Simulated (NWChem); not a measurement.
System: Li2; SMILES [Li][Li]

Computed with NWChem. Pople sets run with spherical d functions. Each level has its own optimisation. Entropies are gas-phase, rigid-rotor, harmonic values for NWChem's default masses at 298.15 K and 1 bar, so the errors hold that model's part too (torsions, anharmonicity).

Measured entropy at 1 bar: 47.1 cal/(mol K) (CRC Handbook, as tabulated in the package chemicals).

| level | entropy at 1 bar (cal/(mol K)) | computed − measured |
|---|---|---|
| Hartree-Fock/3-21G | 47.3 | +0.2 |
| PBE0/def2-TZVP | 47.2 | +0.1 |
| Hartree-Fock/6-31G* | 47.3 | +0.2 |
| B3LYP/6-31G* | 47.2 | +0.1 |
